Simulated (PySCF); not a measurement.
**How the method changes the constants of Si2**

State: ³Σg⁻ (triplet), unpaired electrons π ↑↑. Set-up: basis Si def2-SVPD; no relativity; PySCF 2.14. De refers to Si + Si in their high-spin ground configurations, without counterpoise correction. The functionals are run spin-unrestricted.

```json
{"Level": "UHF", "Re (Å)": "2.227", "ωe (cm⁻¹)": "576", "De (eV)": "1.79"}
{"Level": "UHF-MP2", "Re (Å)": "2.264", "ωe (cm⁻¹)": "520", "De (eV)": "2.81"}
{"Level": "UHF-SCS-MP2", "Re (Å)": "2.255", "ωe (cm⁻¹)": "532", "De (eV)": "2.64"}
{"Level": "UHF-CCSD", "Re (Å)": "2.263", "ωe (cm⁻¹)": "523", "De (eV)": "2.64"}
{"Level": "UHF-CCSD(T)", "Re (Å)": "2.277", "ωe (cm⁻¹)": "506", "De (eV)": "2.80"}
{"Level": "PBE", "Re (Å)": "2.297", "ωe (cm⁻¹)": "484", "De (eV)": "3.56"}
{"Level": "BLYP", "Re (Å)": "2.308", "ωe (cm⁻¹)": "469", "De (eV)": "3.36"}
{"Level": "r²SCAN", "Re (Å)": "2.274", "ωe (cm⁻¹)": "507", "De (eV)": "3.36"}
{"Level": "TPSSh", "Re (Å)": "2.275", "ωe (cm⁻¹)": "507", "De (eV)": "3.33"}
{"Level": "PBE0", "Re (Å)": "2.266", "ωe (cm⁻¹)": "518", "De (eV)": "3.35"}
{"Level": "HSE06", "Re (Å)": "2.268", "ωe (cm⁻¹)": "515", "De (eV)": "3.34"}
{"Level": "BHandHLYP", "Re (Å)": "2.245", "ωe (cm⁻¹)": "538", "De (eV)": "3.00"}
```

(1) Which functional lies closest to UHF-CCSD(T) in De, which farthest, and by how much do they differ from it?

(2) What does a quarter of exact exchange do here, going from PBE to PBE0?

(3) What does the step from GGA to meta-GGA do here, going from PBE to r²SCAN?

Correlated steps freeze 10 core orbitals. Correlated levels converge slowly with the basis: in double zeta they bind strong bonds too weakly, by up to about 1 eV, and carry superposition errors of some tenths. The state is the lowest determinant that a PBE0 search found; another state may lie lower at other levels.

The whole job (state search and all levels along the bond) took about 1.4 min on 1 thread of Oxide Virtual Turin-like (shared host), peak memory 0.56 GiB.

Answers

(1) Closest is BHandHLYP (-3.2 pm in Re, +6.3 % in ωe, +0.20 eV in De against UHF-CCSD(T) in the same basis), farthest PBE (+2.0 pm in Re, -4.3 % in ωe, +0.76 eV in De). CCSD(T) converges more slowly with the basis than the functionals do and binds too weakly in this one, so the order can change at the basis-set limit.

(2) PBE0 less PBE: -3.1 pm in Re, +7.0 % in ωe, -0.21 eV in De. Exact exchange removes part of the self-interaction that spreads semilocal densities, and in most molecules shortens and stiffens the bond and lowers De; so it does here.

(3) r²SCAN less PBE: -2.3 pm in Re, +4.8 % in ωe, -0.20 eV in De.
